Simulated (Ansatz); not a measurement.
2H WSe2

All values below come from PBE-D3(BJ)+SOC (Ansatz, a first-principles code, PAW).

Settings: plane-wave cutoff 520 eV, 12×12×4 k mesh (along the axes of the cell as run), PAW data made under PBE.

Cell (relaxed at this level):

```xyz
6
Lattice="3.2784 0.0000 0.0000 -1.6392 2.8392 0.0000 0.0000 0.0000 12.7823" Properties=species:S:1:pos:R:3 pbc="T T T"
W      1.6392     0.9464     9.5867
W      0.0000     1.8928     3.1956
Se     1.6392     0.9464     4.8805
Se     0.0000     1.8928    11.2716
Se     0.0000     1.8928     7.9018
Se     1.6392     0.9464     1.5106
```

```json
{
  "elastic constant C11": "201 GPa",
  "elastic constant C12": "36.3 GPa",
  "elastic constant C13": "13.0 GPa",
  "elastic constant C33": "67.8 GPa",
  "elastic constant C44": "23.4 GPa",
  "elastic constant C66": "82.2 GPa",
  "Voigt–Reuss–Hill bulk modulus": "57.5 GPa",
  "Voigt–Reuss–Hill shear modulus (Hill average)": "45.0 GPa",
  "young_modulus": "107 GPa",
  "poisson_ratio": "0.190"
}
```

Elastic constants are with the ions relaxed.

The computed numbers hold no vibrational or temperature effects.

The result took about 6 core-hours (a rough figure).
